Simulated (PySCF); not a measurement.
## Bulk modulus B0 of rock-salt LiH: levels of theory against measurement

Reference value: 40.1 GPa (measured, 0 K value with the zero-point phonon effect removed; as tabulated in Mejia-Rodriguez and Trickey (2018), arXiv:1807.09216).

Problem. Which of these levels comes closest to the reference?
(A) MP2 (PySCF)
(B) Hartree–Fock (PySCF)
(C) PBE (PySCF)

Solution. A, MP2 (PySCF)

```json
[
 {"level (code)": "PBE (PySCF)", "value (GPa)": "35.7 ± 1", "cell (Å³/atom)": "8.05", "error (%)": "-11.0"},
 {"level (code)": "Hartree–Fock (PySCF)", "value (GPa)": "33.1 ± 1.0", "cell (Å³/atom)": "8.62", "error (%)": "-17.5"},
 {"level (code)": "MP2 (PySCF)", "value (GPa)": "37.7 ± 1", "cell (Å³/atom)": "8.08", "error (%)": "-6.0"}
]
```

Of these levels MP2 (-6.0 %) comes nearest. Hartree–Fock (-17.5 %) lies farthest from it. Of these only MP2 lands within 10 %.

A ± on a computed value is a rough bar: the spread of its extrapolation, a floor set from checks against published values, or a statistical error. Each level is taken at its own relaxed cell.

Differences are worked out from the printed values.
